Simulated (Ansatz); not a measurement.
`O[SiH2][AlH2]`, relaxed with RKS PBE0-D4/def2-TZVP in Ansatz 0.2.0 from a PBE-D4/def2-SVP geometry. The force threshold is 0.005 eV/Å; the program also tests the step.

Total charge 0; spin multiplicity 1.

Start:

```xyz
8

O     0.235    0.851   -1.642
Si    0.116   -0.483   -0.600
Al   -0.283    0.409    1.660
H     0.380    0.621   -2.577
H    -0.995   -1.427   -1.031
H     1.371   -1.338   -0.641
H    -0.468   -0.618    2.882
H    -0.356    1.985    1.951
```

(1) How much energy does the relaxation release, and in how many steps? (An estimate is asked.)

(2) Which bonds change most? (An estimate is asked.)

(3) Give the relaxed structure. (Estimate.)

Answers

(1) Ansatz gave: 0.88 kcal/mol, in 6 steps.

(2) The calculation gave: O1–Si2 from 1.697 to 1.661 Å; Si2–H5 from 1.520 to 1.498 Å; Si2–H6 from 1.520 to 1.499 Å; Al3–H8 from 1.604 to 1.588 Å.

(3) Ansatz gave: 
```xyz
8

O     0.238    0.808   -1.658
Si    0.112   -0.464   -0.598
Al   -0.282    0.413    1.665
H     0.393    0.594   -2.579
H    -0.988   -1.390   -1.020
H     1.350   -1.307   -0.643
H    -0.454   -0.623    2.860
H    -0.370    1.968    1.974
```
